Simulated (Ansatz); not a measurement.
Relaxing KMgF3

Computed with DFT PBE, scalar-relativistic, plane waves, PAW in Ansatz.

The start is a database structure of KMgF3, space group Pm-3m (No. 221).

Input of the last, converged step (default PAW datasets):

```yaml
crystal:
  lattice:
    - [4.0525130587, 0.0, 0.0]
    - [0.0, 4.0525130587, 0.0]
    - [0.0, 0.0, 4.0525130587]
  atoms:
    - { symbol: K, position: [0.5, 0.5, 0.5] }
    - { symbol: Mg, position: [0.0, 0.0, 0.0] }
    - { symbol: F, position: [0.0, 0.5, 0.0] }
    - { symbol: F, position: [0.0, 0.0, 0.5] }
    - { symbol: F, position: [0.5, 0.0, 0.0] }
basis:
  ecutwfc: 420
kpoints:
  mp_grid: { grid: [6, 6, 6] }
hamiltonian:
  xc: pbe
scf:
  occupations: { method: gaussian, width: 0.02 }
output:
  forces: true
  stress: true
  eigenvalues: true
relax:
  adjacent_minimum: "off"
  f_tol: 0.01
  max_steps: 80
  cell: { stress_tol: 0.05 }
```

Launched as:

```bash
ansatz run input.yaml --threads 1 --pin off --max-ram 2560MiB --backend cpu --events-out ev --progress --plain --runs-dir out
```

The run took 7.2 s on 1 thread of Arm Neoverse V1 (shared host), peak memory 0.32 GiB.

The program printed at the end:

```
SCF converged after 6 iterations
Free energy (F): -5894.737302 eV
Harris-Foulkes:  -5894.737302 eV  (|F-HF|=1.18e-11)
Internal energy: -5894.737302 eV  (E = F + TS)
E sigma→0 (E₀):  -5894.737302 eV
Fermi energy:    5.868492 eV
--- Per-component energies (eV) ---
  E_band       = -519.620572
  E_kinetic    = 954.721383
  E_local      = -3802.383066  (includes V_loc(G=0)·N_el)
  E_nonlocal   = 327.680591
  E_hartree    = 1384.375564
  E_xc         = -406.644385
  E_vxc        = -513.103626  (∫ρ·V_xc dr)
  E_paw        = -1676.130122  (= ΣΔE_a)
  E_vpaw       = -255.293271  (= ΣTr[D̂ρ^β])
  E_aug_tail   = 0.006325  (compensation charges beyond the density's cutoff)
  E_ewald      = -2676.363592
  E_smearing   =  0.000000  (= −TS)
  E_closure    = 0.000000  (closes the sum)
  Σ components = -5894.737302   (vs F -5894.737302, Δ=0.00e0)
--- Forces (eV/Å), atoms counted from 1 ---
  atom   1  K      0.00000000     0.00000000     0.00000000
  atom   2  Mg     0.00000000     0.00000000     0.00000000
  atom   3  F      0.00000000     0.00000000     0.00000000
  atom   4  F      0.00000000     0.00000000     0.00000000
  atom   5  F      0.00000000     0.00000000     0.00000000
  max |Σ_I F_I| component: 1.37e-29 eV/Å
--- Stress (GPa, compression-positive) ---
        0.047106       0.000000       0.000000
        0.000000       0.047106       0.000000
        0.000000       0.000000       0.047106
  P = ⅓ Tr σ = 0.0471 GPa (0.471 kbar)
--- Relaxed structure (2 steps of the walk, 2 accepted, 1 SCFs on fresh bases) ---
  F+E_penalty+E_count = -5894.73730219 eV   max|allowed force component| = 1.514e-29 eV/Å   (the final SCF, on the basis selected at the relaxed cell)
  cell:  # Å, volume = 66.5939 Å³
    - [4.053326, 0.000000, 0.0]
    - [0.000000, 4.053326, 0.0]
    - [0.000000, 0.0, 4.053326]
  atoms:
    - { symbol: K, position: [0.5, 0.5, 0.5] }
    - { symbol: Mg, position: [0.000000, 0.000000, 0.000000] }
    - { symbol: F, position: [0.000000, 0.5, 0.000000] }
    - { symbol: F, position: [0.000000, 0.000000, 0.5] }
    - { symbol: F, position: [0.5, 0.000000, 0.000000] }
```

Absolute energies hang on the potentials; compare differences alone.

The result has space group Pm-3m (No. 221). K is coordinated by 12 F at 2.87 Å; Mg is coordinated by 6 F at 2.03 Å; around F lie 2 Mg at 2.03 Å.

Against the elements it lies at -3.274 eV/atom. Formation energies are uncorrected and refer to the elements' standard structures at the same level (F₂ as a molecule).

Symmetry constrained the relaxation, so the result can be a saddle point.